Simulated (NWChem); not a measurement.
Program: NWChem. System: hydrogen cyanide (CHN), charge 0, spin multiplicity 1, at a geometry optimised with PBE/def2-SVP. Level: TD-B3LYP/6-31G* (spherical d), VWN1-RPA local correlation.

Part of the output:

```
             Northwest Computational Chemistry Package (NWChem) 7.3.0
             --------------------------------------------------------

                                NWChem Input Module
                                -------------------

 Scaling coordinates for geometry "geometry" by  1.889725989
 (inverse scale =  0.529177249)

                             Geometry "geometry" -> ""
                             -------------------------

 Output coordinates in angstroms (scale by  1.889725989 to convert to a.u.)

  No.       Tag          Charge          X              Y              Z
 ---- ---------------- ---------- -------------- -------------- --------------
    1 C                    6.0000     0.00000000     0.00000000    -0.50597000
    2 N                    7.0000     0.00000000     0.00000000     0.66127700
    3 H                    1.0000     0.00000000     0.00000000    -1.59311700

 Effective nuclear repulsion energy (a.u.)      23.6045764770

            Nuclear Dipole moment (a.u.)
            ----------------------------
        X                 Y               Z
 ---------------- ---------------- ----------------
     0.0000000000     0.0000000000     0.0000037795


 Summary of "ao basis" -> "" (spherical)
 ------------------------------------------------------------------------------
       Tag                 Description            Shells   Functions and Types
 ---------------- ------------------------------  ------  ---------------------
 *                           6-31g*                   on all atoms

                                 NWChem DFT Module
                                 -----------------

 Summary of "ao basis" -> "ao basis" (spherical)
 ------------------------------------------------------------------------------
       Tag                 Description            Shells   Functions and Types
 ---------------- ------------------------------  ------  ---------------------
 C                           6-31g*                  6       14   3s2p1d
 N                           6-31g*                  6       14   3s2p1d
 H                           6-31g*                  2        2   2s

 Summary of "ao basis" -> "ao basis" (spherical)
 ------------------------------------------------------------------------------
       Tag                 Description            Shells   Functions and Types
 ---------------- ------------------------------  ------  ---------------------
 C                           6-31g*                  6       14   3s2p1d
 N                           6-31g*                  6       14   3s2p1d
 H                           6-31g*                  2        2   2s

            General Information
            -------------------
          SCF calculation type: DFT
          Wavefunction type:  closed shell.
          No. of atoms     :     3
          No. of electrons :    14
           Alpha electrons :     7
            Beta electrons :     7
          Charge           :     0
          Spin multiplicity:     1
          Use of symmetry is: off; symmetry adaption is: off
          Maximum number of iterations: 100
          AO basis - number of functions:    30
                     number of shells:    14
          Convergence on energy requested:  1.00D-06
          Convergence on density requested:  1.00D-05
          Convergence on gradient requested:  5.00D-04

              XC Information
              --------------
                         B3LYP Method XC Potential
                     Hartree-Fock (Exact) Exchange  0.200
                        Slater Exchange Functional  0.800 local
                    Becke 1988 Exchange Functional  0.720 non-local
              Lee-Yang-Parr Correlation Functional  0.810
                  VWN I RPA Correlation Functional  0.190 local

             Grid Information
             ----------------
          Grid used for XC integration:  medium
          Radial quadrature: Mura-Knowles
          Angular quadrature: Lebedev.
          Tag              B.-S. Rad. Rad. Pts. Rad. Cut. Ang. Pts.
          ---              ---------- --------- --------- ---------
          C                   0.70       49           6.0       434
[...]
     Occ.    4  a   ---  Virt.    8  a   -0.06937 X
     Occ.    5  a   ---  Virt.    8  a    0.99289 X
     Occ.    5  a   ---  Virt.    9  a    0.07000 X
  ----------------------------------------------------------------------------
  Root   5 singlet a              0.345473864 a.u.                9.4008 eV
  ----------------------------------------------------------------------------
     Transition Moments    X  0.23357   Y  0.27112   Z -0.00000
     Transition Moments   XX  0.00000  XY -0.00000  XZ  0.66517
     Transition Moments   YY -0.00000  YZ  0.77210  ZZ -0.00000
     Dipole Oscillator Strength                    0.0294943832
     Electric Quadrupole                           0.0000002280
     Magnetic Dipole                               0.0000066928
     Total Oscillator Strength                     0.0295013040

          sigma_e =   1.2340 Angstrom
          sigma_h =   0.9977 Angstrom
         |d_h->e| =   0.7496 Angstrom
            d_exc =   1.7567 Angstrom
            d_CD1 =   0.9859 Angstrom
            d_CD2 =  -0.3663 Angstrom
            d_CD3 =   2.5063 Angstrom
     Pearson C.C. =  -0.0024

     Occ.    3  a   ---  Virt.    9  a   -0.05901 X
     Occ.    4  a   ---  Virt.    9  a   -0.06937 X
     Occ.    5  a   ---  Virt.    8  a   -0.07000 X
     Occ.    5  a   ---  Virt.    9  a    0.99289 X
  ----------------------------------------------------------------------------
  Root   6 singlet a              0.381191846 a.u.               10.3728 eV
  ----------------------------------------------------------------------------
     Transition Moments    X -0.15410   Y -0.13251   Z -0.00000
     Transition Moments   XX -0.00000  XY -0.00000  XZ -0.07976
     Transition Moments   YY  0.00000  YZ -0.06858  ZZ -0.00000
     Dipole Oscillator Strength                    0.0104975224
     Electric Quadrupole                           0.0000000033
     Magnetic Dipole                               0.0000000630
     Total Oscillator Strength                     0.0104975887

          sigma_e =   1.2965 Angstrom
          sigma_h =   1.0361 Angstrom
         |d_h->e| =   1.7306 Angstrom
            d_exc =   2.4094 Angstrom
            d_CD1 =   1.9909 Angstrom
            d_CD2 =   0.5643 Angstrom
            d_CD3 =   4.1400 Angstrom
     Pearson C.C. =  -0.0209

     Occ.    4  a   ---  Virt.    9  a    0.08575 X
     Occ.    7  a   ---  Virt.   10  a   -0.99443 X
  ----------------------------------------------------------------------------
  Root   7 singlet a              0.381191847 a.u.               10.3728 eV
  ----------------------------------------------------------------------------
     Transition Moments    X -0.13251   Y  0.15410   Z -0.00000
     Transition Moments   XX -0.00000  XY  0.00000  XZ -0.06858
     Transition Moments   YY -0.00000  YZ  0.07976  ZZ  0.00000
     Dipole Oscillator Strength                    0.0104974243
     Electric Quadrupole                           0.0000000033
     Magnetic Dipole                               0.0000000630
     Total Oscillator Strength                     0.0104974906

          sigma_e =   1.2965 Angstrom
          sigma_h =   1.0361 Angstrom
         |d_h->e| =   1.7306 Angstrom
            d_exc =   2.4094 Angstrom
            d_CD1 =   1.9909 Angstrom
            d_CD2 =   0.5643 Angstrom
            d_CD3 =   4.1400 Angstrom
     Pearson C.C. =  -0.0209

     Occ.    4  a   ---  Virt.    8  a    0.08575 X
     Occ.    6  a   ---  Virt.   10  a   -0.99443 X
  ----------------------------------------------------------------------------
  Root   8 singlet a              0.404005199 a.u.               10.9935 eV
  ----------------------------------------------------------------------------
     Transition Moments    X  0.00000   Y -0.00000   Z -0.02894
     Transition Moments   XX -0.14272  XY -0.00000  XZ  0.00000
     Transition Moments   YY -0.14272  YZ -0.00000  ZZ  1.03354
     Dipole Oscillator Strength                    0.0002256130
     Electric Quadrupole                           0.0000001619
     Magnetic Dipole                               0.0000000000
     Total Oscillator Strength                     0.0002257750

          sigma_e =   1.4025 Angstrom
          sigma_h =   0.9271 Angstrom
         |d_h->e| =   2.1292 Angstrom
            d_exc =   2.7527 Angstrom
            d_CD1 =   2.6046 Angstrom
            d_CD2 =   0.9644 Angstrom
            d_CD3 =   4.8819 Angstrom
     Pearson C.C. =  -0.0837

     Occ.    5  a   ---  Virt.   10  a   -0.92117 X
     Occ.    6  a   ---  Virt.    8  a    0.26968 X
     Occ.    7  a   ---  Virt.    9  a    0.26968 X
  ----------------------------------------------------------------------------
  Root   9 singlet a              0.500131527 a.u.               13.6093 eV
  ----------------------------------------------------------------------------
     Transition Moments    X  0.00000   Y -0.00000   Z  1.82828
     Transition Moments   XX -0.37607  XY -0.00000  XZ -0.00000
     Transition Moments   YY -0.37607  YZ  0.00000  ZZ -0.55345
     Dipole Oscillator Strength                    1.1144932594
     Electric Quadrupole                           0.0000000070
     Magnetic Dipole                               0.0000000000
     Total Oscillator Strength                     1.1144932664

          sigma_e =   1.5841 Angstrom
          sigma_h =   1.0710 Angstrom
         |d_h->e| =   0.6554 Angstrom
            d_exc =   2.0637 Angstrom
            d_CD1 =   1.1685 Angstrom
            d_CD2 =  -0.6722 Angstrom
            d_CD3 =   2.7191 Angstrom
     Pearson C.C. =  -0.0510

     Occ.    3  a   ---  Virt.   10  a    0.06603 X
     Occ.    3  a   ---  Virt.   11  a    0.05732 X
     Occ.    4  a   ---  Virt.   11  a    0.11463 X
     Occ.    5  a   ---  Virt.   10  a    0.38471 X
     Occ.    5  a   ---  Virt.   14  a   -0.06873 X
     Occ.    5  a   ---  Virt.   15  a   -0.11185 X
     Occ.    5  a   ---  Virt.   19  a    0.05020 X
     Occ.    6  a   ---  Virt.    8  a    0.65077 X
     Occ.    6  a   ---  Virt.    8  a   -0.15703 Y
     Occ.    6  a   ---  Virt.   16  a   -0.07254 X
     Occ.    7  a   ---  Virt.    9  a    0.65077 X
     Occ.    7  a   ---  Virt.    9  a   -0.15703 Y
     Occ.    7  a   ---  Virt.   17  a   -0.07254 X
  ----------------------------------------------------------------------------
  Root  10 singlet a              0.577686389 a.u.               15.7197 eV
  ----------------------------------------------------------------------------
     Transition Moments    X  0.06668   Y -0.06617   Z  0.00000
     Transition Moments   XX  0.00000  XY -0.00000  XZ  0.28891
     Transition Moments   YY  0.00000  YZ -0.28668  ZZ  0.00000
     Dipole Oscillator Strength                    0.0033987270
     Electric Quadrupole                           0.0000001701
     Magnetic Dipole                               0.0000011685
     Total Oscillator Strength                     0.0034000656

          sigma_e =   1.6377 Angstrom
          sigma_h =   1.1447 Angstrom
         |d_h->e| =   0.0486 Angstrom
            d_exc =   2.0918 Angstrom
            d_CD1 =   0.5416 Angstrom
            d_CD2 =  -1.3426 Angstrom
            d_CD3 =   2.1404 Angstrom
     Pearson C.C. =  -0.1016

     Occ.    4  a   ---  Virt.    8  a   -0.63680 X
     Occ.    6  a   ---  Virt.   10  a   -0.05663 X
     Occ.    6  a   ---  Virt.   11  a    0.76623 X

              Target root =      1
          Target symmetry = none
      Ground state energy =    -93.419452130469
        Excitation energy =      0.287005323098
     Excited state energy =    -93.132446807371

  stored tddft:energy   -93.132446807370741

 Task  times  cpu:        3.1s     wall:        3.1s

 Total times  cpu:        3.1s     wall:        3.1s
```

**Question.** Write an NWChem input that would produce this output.

**Answer.** One answer among several that fit: 
```
start mol
memory heap 200 mb stack 900 mb global 1100 mb
geometry units angstroms nocenter noautoz noautosym
  C      0.000000     0.000000    -0.505970
  N      0.000000     0.000000     0.661277
  H      0.000000     0.000000    -1.593117
end
basis spherical
  * library 6-31g*
end
dft
  xc b3lyp
  semidirect memsize 60000000 filesize 0
  iterations 100
end
tddft
  rpa
  nroots 10
  notriplet
end
task tddft energy
```
